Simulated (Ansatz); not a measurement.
Ansatz (a first-principles code) input (B3LYP-D3(BJ)/def2-TZVP):

Ansatz 0.2 input:
```yaml
crystal:
  periodic: [false, false, false]
  atoms:
    - {symbol: C, position_ang: [0.83746303, 0.09481319, -0.96445335]}
    - {symbol: C, position_ang: [2.06324952, -0.14829068, -0.16658330]}
    - {symbol: C, position_ang: [-0.30755877, 0.79786484, -0.41307968]}
    - {symbol: H, position_ang: [0.69344615, -0.46401561, -1.88145465]}
    - {symbol: H, position_ang: [1.94948445, -1.04538672, 0.45855498]}
    - {symbol: Cl, position_ang: [-1.31412795, -0.35650860, 0.69872479]}
    - {symbol: H, position_ang: [2.93376401, -0.31325886, -0.80354423]}
    - {symbol: H, position_ang: [2.27462115, 0.68230351, 0.51113460]}
    - {symbol: H, position_ang: [-0.04196665, 1.61086036, 0.25712555]}
    - {symbol: H, position_ang: [-1.02809680, 1.12381954, -1.15543980]}
basis:
  gaussian:
    orbitals: def2-TZVP
hamiltonian:
  xc: b3lyp
  dispersion: d3bj
magnetization: {spin_polarized: true, initial_magnetization: 1}
phonons: {temperatures: {t_min: 298.15, t_max: 298.15, t_step: 100}}
```

Output:

```
Functional definition: B3LYP
integrals: 0.08 GiB planned
1067 factors; their error is unknown
mean field: 0.94 GiB planned
mean field evaluation 1: about -15722.5774 eV, gradient 4.5e1 eV
mean field evaluation 2: about -15713.0221 eV, gradient 6.0e1 eV
mean field evaluation 4: about -15732.3366 eV, gradient 3.7e0 eV
mean field evaluation 8: about -15732.4076 eV, gradient 1.3e-1 eV
mean field evaluation 16: about -15732.4161 eV, gradient 3.8e-4 eV
mean field -15732.41608210 eV, -578.1556272026 hartree, gradient 4.5e-5 eV, S^2 0.755396; 0 other end points of the search recorded, 0 dependent functions left out
the calculation of the forces begins
reference -15732.41634152 eV, -578.1556367360 hartree; 21, 20 occupied and 145, 146 virtual orbitals, 1067 factors
these checks for a lower state are left out or cut short: stability, starts, cluster_reference, orbital_swaps, neighbouring_geometries, increment
integrals: 0.08 GiB planned
1067 factors; their error is unknown
mean field: 0.94 GiB planned
mean field -15732.41595317 eV, -578.1556224645 hartree, gradient 1.7e-6 eV, S^2 0.755381; 0 other end points of the search recorded, 0 dependent functions left out
the calculation of the forces begins
reference -15732.41621263 eV, -578.1556319993 hartree; 21, 20 occupied and 145, 146 virtual orbitals, 1067 factors
these checks for a lower state are left out or cut short: stability, starts, cluster_reference, orbital_swaps, neighbouring_geometries, increment
integrals: 0.08 GiB planned
1067 factors; their error is unknown
mean field: 0.94 GiB planned
mean field evaluation 32: about -15732.4159 eV, gradient 1.6e-6 eV
mean field -15732.41592320 eV, -578.1556213631 hartree, gradient 1.7e-6 eV, S^2 0.755412; 0 other end points of the search recorded, 0 dependent functions left out
the calculation of the forces begins
reference -15732.41618257 eV, -578.1556308949 hartree; 21, 20 occupied and 145, 146 virtual orbitals, 1067 factors
these checks for a lower state are left out or cut short: stability, starts, cluster_reference, orbital_swaps, neighbouring_geometries, increment
integrals: 0.08 GiB planned
1067 factors; their error is unknown
mean field: 0.94 GiB planned
mean field -15732.41599224 eV, -578.1556239003 hartree, gradient 1.7e-6 eV, S^2 0.755402; 0 other end points of the search recorded, 0 dependent functions left out
the calculation of the forces begins
reference -15732.41625172 eV, -578.1556334359 hartree; 21, 20 occupied and 145, 146 virtual orbitals, 1067 factors
these checks for a lower state are left out or cut short: stability, starts, cluster_reference, orbital_swaps, neighbouring_geometries, increment
integrals: 0.08 GiB planned
1067 factors; their error is unknown
mean field: 0.94 GiB planned
mean field -15732.41599358 eV, -578.1556239494 hartree, gradient 1.7e-6 eV, S^2 0.755391; 0 other end points of the search recorded, 0 dependent functions left out
the calculation of the forces begins
reference -15732.41625293 eV, -578.1556334804 hartree; 21, 20 occupied and 145, 146 virtual orbitals, 1067 factors
these checks for a lower state are left out or cut short: stability, starts, cluster_reference, orbital_swaps, neighbouring_geometries, increment
integrals: 0.08 GiB planned
1067 factors; their error is unknown
mean field: 0.94 GiB planned
mean field -15732.41590934 eV, -578.1556208537 hartree, gradient 1.7e-6 eV, S^2 0.755407; 0 other end points of the search recorded, 0 dependent functions left out
the calculation of the forces begins
reference -15732.41616883 eV, -578.1556303898 hartree; 21, 20 occupied and 145, 146 virtual orbitals, 1067 factors
these checks for a lower state are left out or cut short: stability, starts, cluster_reference, orbital_swaps, neighbouring_geometries, increment
integrals: 0.08 GiB planned
[...]
integrals: 0.08 GiB planned
1067 factors; their error is unknown
mean field: 0.94 GiB planned
mean field -15732.41604467 eV, -578.1556258270 hartree, gradient 1.7e-6 eV, S^2 0.755397; 0 other end points of the search recorded, 0 dependent functions left out
the calculation of the forces begins
reference -15732.41630412 eV, -578.1556353615 hartree; 21, 20 occupied and 145, 146 virtual orbitals, 1067 factors
these checks for a lower state are left out or cut short: stability, starts, cluster_reference, orbital_swaps, neighbouring_geometries, increment
integrals: 0.08 GiB planned
1067 factors; their error is unknown
mean field: 0.94 GiB planned
mean field evaluation 352: about -15732.4160 eV, gradient 2.8e-4 eV
mean field -15732.41602512 eV, -578.1556251086 hartree, gradient 1.7e-6 eV, S^2 0.755396; 0 other end points of the search recorded, 0 dependent functions left out
the calculation of the forces begins
reference -15732.41628451 eV, -578.1556346408 hartree; 21, 20 occupied and 145, 146 virtual orbitals, 1067 factors
these checks for a lower state are left out or cut short: stability, starts, cluster_reference, orbital_swaps, neighbouring_geometries, increment
integrals: 0.08 GiB planned
1067 factors; their error is unknown
mean field: 0.94 GiB planned
mean field -15732.41604786 eV, -578.1556259441 hartree, gradient 1.7e-6 eV, S^2 0.755396; 0 other end points of the search recorded, 0 dependent functions left out
the calculation of the forces begins
reference -15732.41630730 eV, -578.1556354784 hartree; 21, 20 occupied and 145, 146 virtual orbitals, 1067 factors
these checks for a lower state are left out or cut short: stability, starts, cluster_reference, orbital_swaps, neighbouring_geometries, increment
integrals: 0.08 GiB planned
1067 factors; their error is unknown
mean field: 0.94 GiB planned
mean field -15732.41607418 eV, -578.1556269116 hartree, gradient 1.7e-6 eV, S^2 0.755397; 0 other end points of the search recorded, 0 dependent functions left out
the calculation of the forces begins
reference -15732.41633357 eV, -578.1556364440 hartree; 21, 20 occupied and 145, 146 virtual orbitals, 1067 factors
these checks for a lower state are left out or cut short: stability, starts, cluster_reference, orbital_swaps, neighbouring_geometries, increment
integrals: 0.08 GiB planned
1067 factors; their error is unknown
mean field: 0.94 GiB planned
mean field -15732.41604192 eV, -578.1556257258 hartree, gradient 1.7e-6 eV, S^2 0.755395; 0 other end points of the search recorded, 0 dependent functions left out
the calculation of the forces begins
reference -15732.41630138 eV, -578.1556352608 hartree; 21, 20 occupied and 145, 146 virtual orbitals, 1067 factors
these checks for a lower state are left out or cut short: stability, starts, cluster_reference, orbital_swaps, neighbouring_geometries, increment
integrals: 0.08 GiB planned
1067 factors; their error is unknown
mean field: 0.94 GiB planned
mean field -15732.41599539 eV, -578.1556240161 hartree, gradient 1.7e-6 eV, S^2 0.755398; 0 other end points of the search recorded, 0 dependent functions left out
the calculation of the forces begins
reference -15732.41625476 eV, -578.1556335478 hartree; 21, 20 occupied and 145, 146 virtual orbitals, 1067 factors
these checks for a lower state are left out or cut short: stability, starts, cluster_reference, orbital_swaps, neighbouring_geometries, increment
integrals: 0.08 GiB planned
1067 factors; their error is unknown
mean field: 0.94 GiB planned
mean field evaluation 384: about -15732.4030 eV, gradient 3.4e-1 eV
mean field -15732.41603716 eV, -578.1556255511 hartree, gradient 1.7e-6 eV, S^2 0.755398; 0 other end points of the search recorded, 0 dependent functions left out
the calculation of the forces begins
reference -15732.41629661 eV, -578.1556350855 hartree; 21, 20 occupied and 145, 146 virtual orbitals, 1067 factors
these checks for a lower state are left out or cut short: stability, starts, cluster_reference, orbital_swaps, neighbouring_geometries, increment
integrals: 0.08 GiB planned
1067 factors; their error is unknown
mean field: 0.94 GiB planned
mean field -15732.41602580 eV, -578.1556251335 hartree, gradient 1.7e-6 eV, S^2 0.755395; 0 other end points of the search recorded, 0 dependent functions left out
the calculation of the forces begins
reference -15732.41628519 eV, -578.1556346658 hartree; 21, 20 occupied and 145, 146 virtual orbitals, 1067 factors
these checks for a lower state are left out or cut short: stability, starts, cluster_reference, orbital_swaps, neighbouring_geometries, increment
integrals: 0.08 GiB planned
1067 factors; their error is unknown
mean field: 0.94 GiB planned
mean field -15732.41600713 eV, -578.1556244473 hartree, gradient 1.7e-6 eV, S^2 0.755395; 0 other end points of the search recorded, 0 dependent functions left out
the calculation of the forces begins
reference -15732.41626652 eV, -578.1556339799 hartree; 21, 20 occupied and 145, 146 virtual orbitals, 1067 factors
these checks for a lower state are left out or cut short: stability, starts, cluster_reference, orbital_swaps, neighbouring_geometries, increment
integrals: 0.08 GiB planned
1067 factors; their error is unknown
mean field: 0.94 GiB planned
mean field -15732.41604311 eV, -578.1556257696 hartree, gradient 1.7e-6 eV, S^2 0.755398; 0 other end points of the search recorded, 0 dependent functions left out
the calculation of the forces begins
reference -15732.41630255 eV, -578.1556353038 hartree; 21, 20 occupied and 145, 146 virtual orbitals, 1067 factors
these checks for a lower state are left out or cut short: stability, starts, cluster_reference, orbital_swaps, neighbouring_geometries, increment
integrals: 0.08 GiB planned
1067 factors; their error is unknown
mean field: 0.94 GiB planned
mean field evaluation 416: about -15732.4161 eV, gradient 4.6e-3 eV
mean field -15732.41607233 eV, -578.1556268434 hartree, gradient 1.7e-6 eV, S^2 0.755395; 0 other end points of the search recorded, 0 dependent functions left out
the calculation of the forces begins
reference -15732.41633177 eV, -578.1556363776 hartree; 21, 20 occupied and 145, 146 virtual orbitals, 1067 factors
these checks for a lower state are left out or cut short: stability, starts, cluster_reference, orbital_swaps, neighbouring_geometries, increment
integrals: 0.08 GiB planned
1067 factors; their error is unknown
mean field: 0.94 GiB planned
mean field -15732.41604770 eV, -578.1556259383 hartree, gradient 1.7e-6 eV, S^2 0.755398; 0 other end points of the search recorded, 0 dependent functions left out
the calculation of the forces begins
reference -15732.41630709 eV, -578.1556354708 hartree; 21, 20 occupied and 145, 146 virtual orbitals, 1067 factors
these checks for a lower state are left out or cut short: stability, starts, cluster_reference, orbital_swaps, neighbouring_geometries, increment
integrals: 0.08 GiB planned
1067 factors; their error is unknown
mean field: 0.94 GiB planned
mean field -15732.41601442 eV, -578.1556247152 hartree, gradient 1.7e-6 eV, S^2 0.755397; 0 other end points of the search recorded, 0 dependent functions left out
the calculation of the forces begins
reference -15732.41627379 eV, -578.1556342471 hartree; 21, 20 occupied and 145, 146 virtual orbitals, 1067 factors
these checks for a lower state are left out or cut short: stability, starts, cluster_reference, orbital_swaps, neighbouring_geometries, increment
integrals: 0.08 GiB planned
1067 factors; their error is unknown
mean field: 0.94 GiB planned
mean field -15732.41603475 eV, -578.1556254626 hartree, gradient 1.7e-6 eV, S^2 0.755396; 0 other end points of the search recorded, 0 dependent functions left out
the calculation of the forces begins
reference -15732.41629421 eV, -578.1556349974 hartree; 21, 20 occupied and 145, 146 virtual orbitals, 1067 factors
Total energy: -15732.74578158 eV, -578.1677434351 hartree
Atom 0 at     0.837463     0.094813    -0.964453 Å, force     0.000936    -0.000122    -0.000212 eV/Å
Atom 1 at     2.063250    -0.148291    -0.166583 Å, force    -0.000462    -0.000086    -0.000092 eV/Å
Atom 2 at    -0.307559     0.797865    -0.413080 Å, force    -0.000548     0.000272     0.000602 eV/Å
Atom 3 at     0.693446    -0.464016    -1.881455 Å, force    -0.000118     0.000008     0.000120 eV/Å
Atom 4 at     1.949484    -1.045387     0.458555 Å, force     0.000154    -0.000242     0.000279 eV/Å
Atom 5 at    -1.314128    -0.356509     0.698725 Å, force     0.000207     0.000587    -0.000654 eV/Å
Atom 6 at     2.933764    -0.313259    -0.803544 Å, force     0.000262    -0.000076    -0.000343 eV/Å
Atom 7 at     2.274621     0.682304     0.511135 Å, force    -0.000049     0.000198     0.000092 eV/Å
Atom 8 at    -0.041967     1.610860     0.257126 Å, force     0.000112    -0.000133     0.000282 eV/Å
Atom 9 at    -1.028097     1.123820    -1.155440 Å, force    -0.000493    -0.000406    -0.000074 eV/Å
Dipole moment:     0.361032     0.199210    -0.260964 e Å
Vibrations: 97.88 110.63 286.56 407.03 465.17 605.65 875.28 911.05 1004.03 1071.55 1172.70 1221.55 1228.39 1394.23 1413.29 1472.38 1482.58 1497.71 2974.13 3050.33 3095.44 3098.64 3159.65 3177.86 cm⁻¹, zero-point energy 2.186691 eV
```

It need not be the lowest isomer of its formula.
